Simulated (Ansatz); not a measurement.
The parent structure is Cr in the bcc (W type) structure (space group Im-3m, No. 229; non-magnetic).

```
Cr
1.0
   -1.41467     1.41467     1.41467
    1.41467    -1.41467     1.41467
    1.41467     1.41467    -1.41467
Cr
1
Direct
  0.00000   0.00000   0.00000
```

Computed with Kohn–Sham DFT with the r2SCAN functional, run in Ansatz (a program for electronic structure) with PAW and 500 eV plane waves, no SOC.

One thing is altered: every Cr is replaced by W, then cell and atoms are relaxed.

Measured lattice parameter a: Cr 2.877 Å (static lattice; corrected from measurement; as listed in H. Levämäki et al., Physical Review B (2014)); W 3.16 Å (static lattice; corrected from measurement; as listed in Daniel Mejia-Rodriguez, S. B. Trickey, Phys. Rev. B (2018)).

### Question
How well does r2SCAN reproduce the measured shift?

### Answer
With r2SCAN the lattice parameter a moves by +0.339 Å (2.829 → 3.168) against +0.283 Å measured.

Stability against distortions was not tested. Starting moments died away, wholly or in part, for the base; another magnetic solution may exist. The final runs are not spin-polarised. Real Cr is antiferromagnetic at low temperature and ambient pressure, an order that this cell doesn't hold.
